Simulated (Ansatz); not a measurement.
# Cobalt, hcp under PBE: how the Gaussian smearing moves the result

How small must the Gaussian smearing width be for energy and pressure to settle? The geometry was relaxed under PBE beforehand and stays fixed; 7 values are run, from 0.01 to 1.0 eV. Wanted are the values from which on the energy stays within 10 and 1 meV/atom, and the pressure within 0.5 GPa, of the narrowest run. Within the series other settings stay, but some runs also write fields, which adds to their time. Spin polarisation is left out.

Method: DFT PBE, plane waves with PAW, scalar-relativistic, in Ansatz 0.2.0.

## (1) The system as given

The structure is hexagonal, space group P6_3/mmc (No. 194). Conventional cell: a = 2.458 Å, b = 2.458 Å, c = 3.961 Å, α = 90.00°, β = 90.00°, γ = 120.00°. Co (site symmetry -6m2) is surrounded by 12 Co at 2.44 to 2.46 Å.

As a file:

```
CELL_PARAMETERS angstrom
2.45839 0.00000 0.00000
-1.22920 2.12903 0.00000
0.00000 0.00000 3.96069
ATOMIC_POSITIONS crystal
Co 0.33333 0.66667 0.25000
Co 0.66667 0.33333 0.75000
```

## (2) Run at 0.01 eV

The run at 0.01 eV.

File input.yaml:

```yaml
crystal:
  lattice:
    - [2.4583936733, 0.0, 0.0]
    - [-1.2291968366, 2.1290313736, 0.0]
    - [0.0, 0.0, 3.9606917934]
  atoms:
    - { symbol: Co, position: [0.3333333333, 0.6666666667, 0.25] }
    - { symbol: Co, position: [0.6666666667, 0.3333333333, 0.75] }
hamiltonian:
  xc: pbe
  pseudopotentials:
    kind: paw
    azcp:
      Co: "pseudopotentials/Co.paw.azcp"
basis:
  ecutwfc: 420
  fft_grid_basis: typed
kpoints:
  mp_grid: { grid: [15, 15, 8], shift: [0, 0, 0] }
magnetization:
  spin_polarized: false
scf:
  occupations: { method: gaussian, width: 0.01 }
  lower_state_search: "off"
output:
  stress: true
```

Launch:

```bash
$ ansatz run input.yaml --threads 1 --pin off --max-ram 3584MiB --backend cpu --events-out ev --progress --plain --runs-dir out
```

## (3) Run at 0.03 eV

The run at 0.03 eV.

Edit input.yaml of step 2 so:

```diff
@@ -22,3 +22,3 @@
 scf:
-  occupations: { method: gaussian, width: 0.01 }
+  occupations: { method: gaussian, width: 0.03 }
   lower_state_search: "off"
@@ -26 +26,5 @@
   stress: true
+  write_density: true
+  write_potential: true
+  elf: true
+  volumetric_format: npy
```

## (4) Run at 0.1 eV

The run at 0.1 eV.

Edit input.yaml of step 3 so:

```diff
@@ -22,3 +22,3 @@
 scf:
-  occupations: { method: gaussian, width: 0.03 }
+  occupations: { method: gaussian, width: 0.1 }
   lower_state_search: "off"
@@ -26,5 +26 @@
   stress: true
-  write_density: true
-  write_potential: true
-  elf: true
-  volumetric_format: npy
```

## (5) Run at 0.2 eV

The run at 0.2 eV.

Edit input.yaml of step 4 so:

```diff
@@ -22,3 +22,3 @@
 scf:
-  occupations: { method: gaussian, width: 0.1 }
+  occupations: { method: gaussian, width: 0.2 }
   lower_state_search: "off"
```

## (6) Run at 0.3 eV

The run at 0.3 eV.

Edit input.yaml of step 5 so:

```diff
@@ -22,3 +22,3 @@
 scf:
-  occupations: { method: gaussian, width: 0.2 }
+  occupations: { method: gaussian, width: 0.3 }
   lower_state_search: "off"
@@ -26 +26,5 @@
   stress: true
+  write_density: true
+  write_potential: true
+  elf: true
+  volumetric_format: npy
```

## (7) Run at 0.6 eV

The run at 0.6 eV.

Edit input.yaml of step 6 so:

```diff
@@ -22,3 +22,3 @@
 scf:
-  occupations: { method: gaussian, width: 0.3 }
+  occupations: { method: gaussian, width: 0.6 }
   lower_state_search: "off"
@@ -26,5 +26 @@
   stress: true
-  write_density: true
-  write_potential: true
-  elf: true
-  volumetric_format: npy
```

## (8) Run at 1.0 eV

The run at 1.0 eV.

Edit input.yaml of step 7 so:

```diff
@@ -22,3 +22,3 @@
 scf:
-  occupations: { method: gaussian, width: 0.6 }
+  occupations: { method: gaussian, width: 1.0 }
   lower_state_search: "off"
@@ -26 +26,5 @@
   stress: true
+  write_density: true
+  write_potential: true
+  elf: true
+  volumetric_format: npy
```

(Steps that only read results are left out.)

**Question.** What will these runs give?

The runs gave:

| quantity | value |
| --- | --- |
| E(σ → 0) stays within 10 meV/atom of 0.01 eV | up to 0.3 eV |
| E(σ → 0) stays within 1 meV/atom | up to 0.2 eV |
| pressure stays within 0.5 GPa | up to 0.1 eV |
| pressure at 0.01 eV | -1.10 GPa |
| energy of a separate run on a finer mesh (24×24×13) | -0.4 meV/atom from 0.01 eV |

What this shows: At 1.0 eV the energy differs by -84.3 meV/atom and the pressure by +8.7 GPa. The free energy F moves by -539.8 meV/atom over the range, and the estimate for σ → 0 by -84.3. With this scheme F falls about as the square of the width. The mesh (15×15×8) is fixed, so the narrowest widths carry a k-point error of their own. A run on a finer mesh agrees with the yardstick to 1 meV/atom. The cell taken over is 6 % smaller than the measured one (11.07 Å³/atom, COD).

Real Co is ferromagnetic; without spin these runs don't describe its ground state.
